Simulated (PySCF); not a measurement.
Homolysis of single bonds, series silaethenyl-X. Isolated molecules, 0 K electronic values unless said otherwise. One relaxed conformer stands for each flexible species; it need not be the lowest. Strings in code marks are SMILES.

A: whole molecule (`C=[SiH]F`)
B: radical fragment (`[CH]=O`)
C: radical fragment (`[NH2]`)
D: whole molecule (`C=[SiH]I`)

Problem. Order them by dipole moment (lowest first) at the level ωB97X-D3(BJ)/def2-TZVP // PBE0-D3(BJ)/def2-TZVP (PySCF).

Solution. D (0.74 D), A (1.14 D), B (1.67 D), C (1.97 D)
